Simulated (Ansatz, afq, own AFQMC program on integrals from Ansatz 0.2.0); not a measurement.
**H2O (singlet): quantum Monte Carlo beside coupled cluster at scale of all distances = 0.894, 6-31G**

The task here is to estimate one member of a computed series from the others.

Program: Ansatz 0.2.0, Gaussian basis, and an in-house AFQMC program (afq) on its integrals; all values are calculated. Level of theory: 6-31G, frozen cores. These are calculated values, not measurements.

Plan: Full CI; PBE (unrestricted); r2SCAN (unrestricted); PBE0 (unrestricted); B3LYP (unrestricted); wB97M-V (unrestricted); B2PLYP (unrestricted); CCSD(T) on RHF; Full CI; CCSDT(Q) on RHF; CCSDTQ on RHF; Phaseless AFQMC, CISD trial on RHF; Phaseless AFQMC, single-determinant trial on RHF; Free-projection AFQMC, CISD trial on RHF; UHF.

3 further runs of the same task are left out: 3 that didn't finish.

## The geometry

The geometry derives from a PBE0/def2-TZVP stationary point (not a proven minimum). All distances are scaled together.

3 atoms, charge 0, spin multiplicity 1.

Atoms are counted from 1 here; the program's logs count them from 0.

Bond lengths: O1–H2 0.858 Å, O1–H3 0.858 Å. Angles: H2–O1–H3 105.1°.

Set-up of the first run:

File in.yaml:

```yaml
crystal:
  periodic: [false, false, false]
  atoms:
    - {symbol: O, position_ang: [0.000000, -0.058394, 0.000000]}
    - {symbol: H, position_ang: [0.000000, 0.463458, -0.680826]}
    - {symbol: H, position_ang: [0.000000, 0.463458, 0.680826]}
basis:
  gaussian: {orbitals: 6-31G}
correlation: {method: fci, electrons: outside_noble_gas}
```

The run is started by

```sh
> ansatz run in.yaml --threads 1 --pin off --events-out ev --progress --plain --max-ram 15360MiB --backend cuda --devices 0, --max-vram 18GiB
```

Among the steps run: Full CI; PBE (unrestricted); r2SCAN (unrestricted); PBE0 (unrestricted); B3LYP (unrestricted); wB97M-V (unrestricted); B2PLYP (unrestricted); CCSD(T) on RHF; CCSDT(Q) on RHF; CCSDTQ on RHF; Phaseless AFQMC, CISD trial on RHF; Phaseless AFQMC, single-determinant trial on RHF; Free-projection AFQMC, CISD trial on RHF; UHF.

One table of the session follows, with a row left open; its other results are not shown here.

It belongs to the step «AFQMC on the ladder». On the RHF determinant, counted from full CI (exact for this spin and basis):

| level | from full CI (kJ/mol) |
| --- | --- |
| HF | +331.5 |
| MP2 | +20.0 |
| CCSD | +3.0 |
| CCSD(T) | +1.1 |
| CCSDT(Q) | 0.0 |
| CCSDTQ | 0.0 |
| full CI | 0.0 |
| Phaseless AFQMC, CISD trial, step 0.005, 4000 walkers | 0.0 |
| Phaseless AFQMC, single-determinant trial, step 0.005, 4000 walkers | -3.2 |
| Free-projection AFQMC, CISD trial, step 0.03, 4000 walkers | ? |

Q: Estimate the row for Free-projection AFQMC, CISD trial, step 0.03, 4000 walkers from the others.

The run gave: from full CI (kJ/mol): -0.1. In the column «from full CI (kJ/mol)» it lies between Phaseless AFQMC, single-determinant trial, step 0.005, 4000 walkers (-3.2) and CCSDT(Q) (0.0).

Caveats from the session: On RHF the phaseless walk with the CISD trial lies 0.0 kJ/mol from full CI, within three error bars.
